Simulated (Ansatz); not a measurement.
**Down a group: bond dissociation energies of BOSi, BOGe**

Ansatz 0.2.0, basis cc-pVDZ; geometries are PBE0/def2-TZVP minima. Wave-function levels freeze the cores with the filled d shells of p-block atoms; HF, MP2 and coupled cluster are restricted for singlets and unrestricted otherwise, atoms included, restricted open-shell where a d shell is frozen. The reference is CCSDT(Q) (coupled cluster only where its series has nearly closed). An error is the level's value less the reference. None of these values is a measured one. Energies are electronic, without zero-point terms. No spin–orbit coupling and no scalar relativity. The set is small: it underbinds, by tens of kJ/mol for each bond, so near ties and functionals' places can change in larger sets. The species are chosen: bound, without strong static correlation by their natural occupations or amplitudes, in their lowest spin state as far as vertical gaps and like structures tell, and with a ladder that closes on the reference, so errors are smaller than for species at large; levels whose determinant breaks symmetry or spin markedly are left out.

| species | bonds (Å) | quantity | symmetry of the states | reference | value (kJ/mol) | error CCSD | error CCSD(T) | error CCSDT |
| --- | --- | --- | --- | --- | --- | --- | --- | --- |
| BOSi, doublet | B–O 1.292, O–Si 1.680, angle at O 180° | O–Si bond energy, to BO (doublet) + Si | Π / Σ⁺ | CCSDT(Q) | 210.4 | 0.9 | 1.6 | 0.3 |
| BOGe, doublet | B–O 1.282, O–Ge 1.826, angle at O 180° | O–Ge bond energy, to BO (doublet) + Ge | Π / Σ⁺ | CCSDT(Q) | 177.0 | -0.2 | 1.7 | 0.5 |

The reference falls from Si to Ge, by 33.4 kJ/mol in all.
